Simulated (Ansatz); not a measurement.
## SiH4, singlet: energies of several shapes or isomers

Program: Ansatz, Gaussian basis, development build. Basis cc-pVDZ, nonrelativistic, 5 orbitals frozen in the corrections; active space CAS(8,8). Restricted Hartree–Fock, then the lowest state-specific CASSCF solution met for each case. Single-reference values can break down or jump between states where bonds are stretched. Unlike active orbitals can shift such differences by tenths of an eV, at times by over 1 eV.

Case A:

```xyz
5

Si    0.0000    0.0000    0.0000
H     0.7929    0.7929    0.7929
H     0.7929   -0.7929   -0.7929
H    -0.7929    0.7929   -0.7929
H    -0.7929   -0.7929    0.7929
```

Case B:

```xyz
5

Si    0.0000    0.0000    0.0000
H     0.8619    0.8619    0.8619
H     0.8619   -0.8619   -0.8619
H    -0.8619    0.8619   -0.8619
H    -0.8619   -0.8619    0.8619
```

Case C:

```
atom    x (Å)    y (Å)    z (Å)
  Si   0.0000   0.0000   0.0000
   H   0.9308   0.9308   0.9308
   H   0.9308  -0.9308  -0.9308
   H  -0.9308   0.9308  -0.9308
   H  -0.9308  -0.9308   0.9308
```

Energy less that of case A, in eV:

| case | RHF/ROHF | CASSCF |
| --- | --- | --- |
| B | -0.591 | -0.788 |
| C | -0.056 | -0.513 |

**Question.** What does SC-NEVPT2 give for these differences?

**Answer.** B: -0.660 eV (-15.2 kcal/mol); C: -0.268 eV (-6.2 kcal/mol).

**Question.** Which case is lowest, and do the methods agree?

**Answer.** B is lowest in SC-NEVPT2. Of the methods shown, RHF/ROHF, CASSCF agree.
